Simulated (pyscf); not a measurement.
Cl–CH₂–Cl + H• → HCl + •H₂C–Cl (atom transfer; doublet surface; C–Cl broken, Cl–H formed). Structures and frequencies: ωB97X-D3(BJ)/def2-SVP in PySCF. MP2 and CC: frozen core, UHF for open shells. ΔMP2 is the change of the MP2 total energy from the triple- to the quadruple-zeta basis. Energies in eV from the separated reactants.

| level | barrier | reaction energy |
|---|---|---|
| PBE/def2-TZVP | [?] | -0.99 |
| B3LYP-D3(BJ)/def2-TZVP | 0.17 | -1.15 |
| M06-2X/def2-TZVP | 0.44 | -0.96 |
| HF/def2-TZVP | 0.90 | -1.19 |
| CCSD/def2-TZVPP | 0.48 | -1.20 |
| CCSD(T)/def2-TZVPP | 0.43 | -1.11 |
| CCSD(T)/def2-TZVPP + ΔMP2(QZVPP) | [?] | [?] |

Problem. Fill in the missing entries.

Solution. 
- PBE/def2-TZVP, barrier: 0.11
- CCSD(T)/def2-TZVPP + ΔMP2(QZVPP), barrier: 0.40
- CCSD(T)/def2-TZVPP + ΔMP2(QZVPP), reaction energy: -1.09

One saddle was located; it need not be the lowest between these sides. The angle at the transferred Cl is 177°. The CCSD(T) − MP2 part came from Ansatz, without density fitting, on the same reference.
